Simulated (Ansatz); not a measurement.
The same path of AlH₇NP (10 atoms, charge 0, multiplicity 1) was run twice with different band settings. Lost on the way: P7–H10. Made: N2–H10.

Computed with Ansatz, RKS r2SCAN/def2-SVP.

Relaxed end points:

```xyz
10
Properties=species:S:1:pos:R:3
Al -0.127 0.023 0.427
N 0.319 -0.874 1.914
H -0.328 -1.387 2.504
H 1.266 -1.008 2.255
H 1.070 0.470 -0.537
H -1.620 -0.172 -0.116
P -0.606 2.500 1.209
H -1.015 3.458 0.242
H 0.416 3.278 1.817
H -1.624 2.759 2.166
```

```xyz
10
Properties=species:S:1:pos:R:3
Al -0.225 0.595 0.145
N -0.262 -0.023 2.123
H -0.304 -1.043 2.202
H 0.570 0.283 2.634
H 1.137 -0.110 -0.318
H -1.626 -0.014 -0.340
P -0.145 2.962 0.282
H -1.202 3.058 1.246
H 0.882 2.988 1.282
H -1.073 0.350 2.624
```

Common settings: movable images 5; climbing image yes; spring 5.0 eV/Å²; optimiser quadratic models (default); force threshold 0.05 eV/Å; iteration limit 60; end points relaxed.

| run | start path |
| --- | --- |
| 1 | through a guess of the saddle point |
| 2 | straight line |

Q: What does each run give, and how far can it be trusted?

A: Run 1: converged after 21 iterations, highest image 0.718 eV above the first end. A vibrational analysis at the climbing image gives one clearly imaginary mode, 961i cm⁻¹: a first-order saddle point.
Run 2: converged after 16 iterations, highest image 0.718 eV above the first end. Another band between the same ends (5 images) ends at a top of the same energy, where a vibrational analysis finds 1 clearly imaginary mode.
The orbitals stay closed-shell, which can raise the energy where a bond breaks towards radicals; this wasn't checked here.
